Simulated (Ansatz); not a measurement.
bcc V was calculated with PBEsol (Ansatz, a quantum-chemistry and plane-wave program, PAW).

Run with plane-wave cutoff 520 eV, 26×26×26 k mesh, Fermi–Dirac smearing 0.05 eV, no spin polarisation, scalar-relativistic PAW data made under PBE.

Equation-of-state points:

```tsv
V (Å³/atom)	E − E_lowest (meV/atom)	P (GPa)
12.181	30.91	13.49
12.440	13.17	8.52
12.700	3.09	4.00
12.959	0.00	-0.11
13.218	3.26	-3.86
13.477	12.31	-7.27
13.736	26.61	-10.37
```

Question: Estimate the bulk modulus from the pressures at 12.700 and 13.218 Å³/atom, and compare it with a fit to all energies.

Answer: B = −V dP/dV. Between V = 12.700 and 13.218 Å³/atom, dP/dV = (-3.86 − (4.00))/(13.218 − 12.700) = -15.2 GPa per Å³/atom; at the midpoint 12.959 Å³/atom this gives B ≈ 197 GPa. The third-order Birch–Murnaghan fit gives V0 = 12.951 Å³/atom, B0 = 197 GPa, B′ = 3.7, which lies within 1 % of that estimate.

Measured, for comparison: bulk modulus 161 GPa (corrected for temperature and zero-point phonon effects, our sources range from 159 to 166; as tabulated in Levämäki et al. (2014), arXiv:1402.3671); equilibrium volume per atom 13.79 Å³/atom (static lattice: zero-point anharmonic expansion removed; as tabulated in Mejia-Rodriguez and Trickey (2018), arXiv:1807.09216). Computed (rounded) less measured: bulk modulus +22 % (+19 % to +24 % over the range), equilibrium volume per atom -6.1 %.

The computed numbers hold no vibrational or temperature effects.

Cost on a shared machine: around 40 core-seconds (rough).
